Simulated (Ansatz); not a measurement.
`C=C=CCC`, charge 0, multiplicity 1.

(1) Give a relaxed structure at PBE0-D4/def2-TZVP (Ansatz 0.2.0). (Estimate.)

Answers

(1) The calculation gave: 
```xyz
13

C     1.362    2.155    1.040
C     1.028    0.953    0.672
C     0.690   -0.246    0.295
C    -0.205   -0.558   -0.869
C    -1.468   -1.297   -0.444
H     0.763    2.714    1.752
H     2.253    2.637    0.650
H     1.066   -1.091    0.871
H    -0.465    0.370   -1.383
H     0.350   -1.173   -1.586
H    -1.224   -2.230    0.072
H    -2.064   -0.688    0.238
H    -2.086   -1.546   -1.309
```
This is one stationary point; other conformers may exist.
